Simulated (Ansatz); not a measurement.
**B2H2O: ionisation energy by level of theory**

An exercise on one series of results from a longer session: the logs are not shown, and one member is left open.

The runs use Ansatz 0.2.0, Gaussian basis; unrestricted cation, the program's frozen cores in correlated methods.

The runs, in order: UKS PBE-D4/def2-TZVPP; UKS r2SCAN-D4/def2-TZVPP; UKS PBE0-D4/def2-TZVPP; UKS B3LYP-D4/def2-TZVPP; UKS wB97X-V/def2-TZVPP; UKS wB97M-V/def2-TZVPP; UKS B2PLYP/def2-TZVPP; UHF-CCSD(T)/def2-TZVPP; UHF-MP2/def2-QZVPP; extrapolation to the limit; then −ε(HOMO) from the neutral's earlier runs with LDA (SPW92), PBE-D4, revPBE-D4, BLYP-D4, r2SCAN-D4, B97M-V, PBE0-D4, B3LYP-D4, r2SCANh-D4, r2SCAN0-D4, HSE06-D4, BHLYP-D4, CAM-B3LYP-D4, LC-ωPBE, ωB97X-V, ωB97M-V.

## Structure used throughout

The geometry comes from an earlier relaxation with PBE0-D4 in a triple-zeta def2 set; it is a stationary point.

5 atoms, charge 0, spin multiplicity 1.

Atoms are counted from 1 here; the program's logs count them from 0.

Bond lengths: B1–B2 1.566 Å, B1–O3 1.381 Å, B1–H4 1.184 Å, B2–O3 1.381 Å, B2–H5 1.184 Å. Angles: B2–B1–O3 55.5°, B2–B1–H4 175.6°, O3–B1–H4 128.9°, B1–B2–O3 55.5°, B1–B2–H5 175.6°, O3–B2–H5 128.9°, B1–O3–B2 69.1°.

Set-up of the first run:

Contents of in.yaml:

```yaml
crystal:
  periodic: [false, false, false]
  atoms:
    - {symbol: B, position_ang: [-0.697827, -0.163941, -0.363553]}
    - {symbol: B, position_ang: [0.633588, 0.463415, 0.170690]}
    - {symbol: O, position_ang: [0.218423, -0.828359, 0.427791]}
    - {symbol: H, position_ang: [-1.721879, -0.559160, -0.808207]}
    - {symbol: H, position_ang: [1.617695, 1.014546, 0.531778]}
basis:
  gaussian: {orbitals: def2-TZVPP}
total_charge: 1
magnetization: {spin_polarized: true, initial_magnetization: 1}
hamiltonian: {xc: pbe, dispersion: d4}
```

Started as:

```
$ ansatz run in.yaml --threads 2 --pin off --events-out ev --progress --plain --max-ram 4352MiB
```

Among the steps run: Cation, UKS PBE-D4/def2-TZVPP; Cation, UKS r2SCAN-D4/def2-TZVPP; Cation, UKS PBE0-D4/def2-TZVPP; Cation, UKS B3LYP-D4/def2-TZVPP; Cation, UKS wB97X-V/def2-TZVPP; Cation, UKS wB97M-V/def2-TZVPP; Cation, UKS B2PLYP (frozen core)/def2-TZVPP; Cation, UHF-CCSD(T)/def2-TZVPP; Cation, UHF-MP2/def2-QZVPP.

One of the session's tables, all rows but one given; the rest of the session is left out.

For comparison, −ε(HOMO) of the neutral from earlier runs:

| functional | −ε(HOMO) (eV) |
| --- | --- |
| LDA (SPW92) | 6.36 |
| PBE-D4 | 6.23 |
| revPBE-D4 | 6.18 |
| BLYP-D4 | 6.14 |
| r2SCAN-D4 | ? |
| B97M-V | 6.51 |
| PBE0-D4 | 7.52 |
| B3LYP-D4 | 7.33 |
| r2SCANh-D4 | 6.93 |
| r2SCAN0-D4 | 7.66 |
| HSE06-D4 | 7.12 |
| BHLYP-D4 | 8.75 |
| CAM-B3LYP-D4 | 8.97 |
| LC-ωPBE | 10.35 |
| ωB97X-V | 9.96 |
| ωB97M-V | 9.80 |

Estimate the missing values for r2SCAN-D4.

Worked estimate for «−ε(HOMO) (eV)». Against the share of exact exchange, r2SCANh-D4 (0.1, 6.93), r2SCAN0-D4 (0.25, 7.66) give a slope of 4.87 per unit share; at 0 the line stands at 6.44.

**Answer.** −ε(HOMO) (eV): 6.45. In «−ε(HOMO) (eV)» the line misses by -0.01.

Caveats from the session: The cation may have settled in a state other than its lowest; no search over hole states beyond the program's own was made.
